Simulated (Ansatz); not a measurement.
# Nudged elastic band run: CH$_{5}$SSi

The input (input.yaml):

```yaml
crystal:
  periodic: [false, false, false]
  atoms:
    - { symbol: Si, position_ang: [-0.562268, 0.574272, -1.026849] }
    - { symbol: C, position_ang: [0.652867, 0.130287, 0.356381] }
    - { symbol: S, position_ang: [0.949964, -1.662988, 0.47753] }
    - { symbol: H, position_ang: [-1.845012, -0.176358, -0.83969] }
    - { symbol: H, position_ang: [-0.830824, 2.049503, -1.076878] }
    - { symbol: H, position_ang: [0.337579, 0.543681, 1.329813] }
    - { symbol: H, position_ang: [1.636741, 0.571744, 0.131015] }
    - { symbol: H, position_ang: [-0.339057, -2.030141, 0.648667] }
magnetization:
  spin_polarized: true
  initial_magnetization: 1
basis:
  gaussian: { orbitals: def2-SVP }
hamiltonian:
  xc: pbe0
neb:
  order_check: false
  images: 5
  f_tol: 0.03
  max_iterations: 60
  final_atoms:
    - { symbol: Si, position_ang: [-0.78985442, 0.9797031, -0.52490688] }
    - { symbol: C, position_ang: [0.58496067, 0.23847509, 0.54648608] }
    - { symbol: S, position_ang: [0.97233308, -1.46669041, 0.01826619] }
    - { symbol: H, position_ang: [-2.03481222, 0.15591992, -0.38155431] }
    - { symbol: H, position_ang: [-0.3648785, 1.01442039, -1.95927415] }
    - { symbol: H, position_ang: [0.35653833, 0.27224559, 1.62202424] }
    - { symbol: H, position_ang: [1.51712773, 0.80485898, 0.39642925] }
    - { symbol: H, position_ang: [-0.24142467, -1.99893266, 0.28251857] }
  initial_path:
    images:
      - { positions_ang: [[-0.562268, 0.574272, -1.026849], [0.652867, 0.130287, 0.356381], [0.949964, -1.662988, 0.47753], [-1.845012, -0.176358, -0.83969], [-0.830824, 2.049503, -1.076878], [0.337579, 0.543681, 1.329813], [1.636741, 0.571744, 0.131015], [-0.339057, -2.030141, 0.648667]] }
      - { positions_ang: [[-0.63942154, 0.61331273, -0.93710604], [0.64416353, 0.1453111, 0.37097792], [0.93679226, -1.65265949, 0.44616064], [-1.82499839, -0.23879632, -0.87018375], [-0.76752781, 2.04861252, -1.13977224], [0.37510879, 0.51851311, 1.36556178], [1.61761368, 0.58218838, 0.11860214], [-0.34174053, -2.01648203, 0.64574856]] }
      - { positions_ang: [[-0.71657507, 0.65235346, -0.84736308], [0.63546005, 0.1603352, 0.38557484], [0.92362052, -1.64233098, 0.41479128], [-1.80498477, -0.30123463, -0.9006775], [-0.70423161, 2.04772203, -1.20266648], [0.41263858, 0.49334521, 1.40131055], [1.59848635, 0.59263276, 0.10618928], [-0.34442405, -2.00282306, 0.64283011]] }
      - { positions_ang: [[-0.79372861, 0.69139419, -0.75762012], [0.62675658, 0.1753593, 0.40017177], [0.91044878, -1.63200247, 0.38342192], [-1.78497116, -0.36367295, -0.93117126], [-0.64093542, 2.04683155, -1.26556072], [0.45016837, 0.46817732, 1.43705933], [1.57935903, 0.60307715, 0.09377642], [-0.34710758, -1.98916408, 0.63991167]] }
      - { positions_ang: [[-0.79243721, 0.78749716, -0.68004904], [0.61282461, 0.19639789, 0.4489432], [0.93107688, -1.57689845, 0.26170334], [-1.86825151, -0.19047533, -0.74796561], [-0.54891644, 1.7026945, -1.49679853], [0.41895836, 0.40286674, 1.4987143], [1.55861526, 0.67033776, 0.1946607], [-0.31187994, -1.99242027, 0.52078064]] }
      - { positions_ang: [[-0.79114582, 0.88360013, -0.60247796], [0.59889264, 0.21743649, 0.49771464], [0.95170498, -1.52179443, 0.13998477], [-1.95153186, -0.0172777, -0.56475996], [-0.45689747, 1.35855744, -1.72803634], [0.38774835, 0.33755617, 1.56036927], [1.53787149, 0.73759837, 0.29554497], [-0.2766523, -1.99567647, 0.4016496]] }
      - { positions_ang: [[-0.78985442, 0.9797031, -0.52490688], [0.58496067, 0.23847509, 0.54648608], [0.97233308, -1.46669041, 0.01826619], [-2.03481222, 0.15591992, -0.38155431], [-0.3648785, 1.01442039, -1.95927415], [0.35653833, 0.27224559, 1.62202424], [1.51712773, 0.80485898, 0.39642925], [-0.24142467, -1.99893266, 0.28251857]] }
```

Launched with:

```bash
$ ansatz run input.yaml --threads 2 --pin off --max-ram 3072MiB --backend cpu --events-out ev --progress --plain --runs-dir out
```

Output, in part (warnings, iteration lines, the closing report on the highest movable image, with atoms numbered from 0):

```
NEB end point (image 0): max|allowed force component| = 2.859e-3 eV/Å (the criterion of neb.relax_end_points is 1.000e-2)
NEB end point (image 6): max|allowed force component| = 1.264e-2 eV/Å (the criterion of neb.relax_end_points is 1.000e-2)
NEB iter   1: max|band force component| = 6.135e0 eV/Å  barrier→ = 1.0179 eV  barrier← = 1.0774 eV  Δτ_max = 0.2000 Å  (190 SCF iters)
NEB iter   2: max|band force component| = 2.712e0 eV/Å  barrier→ = 0.3131 eV  barrier← = 0.3726 eV  Δτ_max = 0.1976 Å  (150 SCF iters)
NEB iter   3: max|band force component| = 7.427e-1 eV/Å  barrier→ = 0.2466 eV  barrier← = 0.3061 eV  Δτ_max = 0.1168 Å  (145 SCF iters)
NEB iter   4: max|band force component| = 4.876e-1 eV/Å  barrier→ = 0.2123 eV  barrier← = 0.2718 eV  CI = image 2  Δτ_max = 0.1997 Å  (137 SCF iters)
NEB iter   5: max|band force component| = 4.596e-1 eV/Å  barrier→ = 0.2380 eV  barrier← = 0.2976 eV  CI = image 2  Δτ_max = 0.1969 Å  (144 SCF iters)
NEB iter   6: max|band force component| = 1.554e-1 eV/Å  barrier→ = 0.2887 eV  barrier← = 0.3482 eV  CI = image 2  Δτ_max = 0.0841 Å  (143 SCF iters)
NEB iter   7: max|band force component| = 1.154e-1 eV/Å  barrier→ = 0.2900 eV  barrier← = 0.3495 eV  CI = image 2  Δτ_max = 0.0231 Å  (138 SCF iters)
NEB iter   8: max|band force component| = 7.123e-2 eV/Å  barrier→ = 0.2886 eV  barrier← = 0.3481 eV  CI = image 2  Δτ_max = 0.0390 Å  (134 SCF iters)
NEB iter   9: max|band force component| = 3.984e-2 eV/Å  barrier→ = 0.2878 eV  barrier← = 0.3473 eV  CI = image 2  Δτ_max = 0.0228 Å  (133 SCF iters)
NEB iter  10: max|band force component| = 2.752e-2 eV/Å  barrier→ = 0.2875 eV  barrier← = 0.3470 eV  CI = image 2  Δτ_max = 0.0000 Å  (274 SCF iters)
Total energy: -19814.47560777 eV, -728.1685478517 hartree
Atom 0 at    -0.767090     0.688102    -0.719355 Å, force    -0.006564    -0.007704    -0.005620 eV/Å
Atom 1 at     0.558032     0.135956     0.497754 Å, force    -0.003057    -0.000398     0.000121 eV/Å
Atom 2 at     1.161143    -1.581005     0.274822 Å, force     0.013905    -0.002535     0.001247 eV/Å
Atom 3 at    -2.174038     0.282763    -0.492686 Å, force     0.001082     0.011067     0.003787 eV/Å
Atom 4 at    -0.430660     1.603510    -1.832841 Å, force     0.001755    -0.000021     0.000242 eV/Å
Atom 5 at     0.245115     0.292361     1.541605 Å, force    -0.003143    -0.000579     0.002235 eV/Å
Atom 6 at     1.445689     0.768169     0.338312 Å, force    -0.000200     0.003276    -0.000833 eV/Å
Atom 7 at    -0.038201    -2.189856     0.392377 Å, force    -0.003778    -0.003105    -0.001178 eV/Å
Dipole moment:    -0.147150     0.135121     0.119024 e Å
```

The run converged. A vibrational analysis at the climbing image gives 2 clearly imaginary modes (653i, 44i cm⁻¹): a point of higher order, so a lower path passes nearby.

Final band (atoms are numbered from 1 in the order of the input):

```json
{"image": "0", "path coordinate (Å)": "0.00", "energy (eV)": "0.000", "height of Si1 over the plane of its neighbours (Å)": "0.51"}
{"image": "1", "path coordinate (Å)": "0.77", "energy (eV)": "0.037", "height of Si1 over the plane of its neighbours (Å)": "0.49"}
{"image": "2", "path coordinate (Å)": "1.54", "energy (eV)": "0.287", "height of Si1 over the plane of its neighbours (Å)": "0.04"}
{"image": "3", "path coordinate (Å)": "1.80", "energy (eV)": "0.131", "height of Si1 over the plane of its neighbours (Å)": "-0.25"}
{"image": "4", "path coordinate (Å)": "2.06", "energy (eV)": "-0.005", "height of Si1 over the plane of its neighbours (Å)": "-0.43"}
{"image": "5", "path coordinate (Å)": "2.32", "energy (eV)": "-0.051", "height of Si1 over the plane of its neighbours (Å)": "-0.50"}
{"image": "6", "path coordinate (Å)": "2.58", "energy (eV)": "-0.060", "height of Si1 over the plane of its neighbours (Å)": "-0.53"}
```

The run took 110 s on 2 threads of Arm Neoverse V1, with other jobs on the host, peak memory 0.19 GiB.
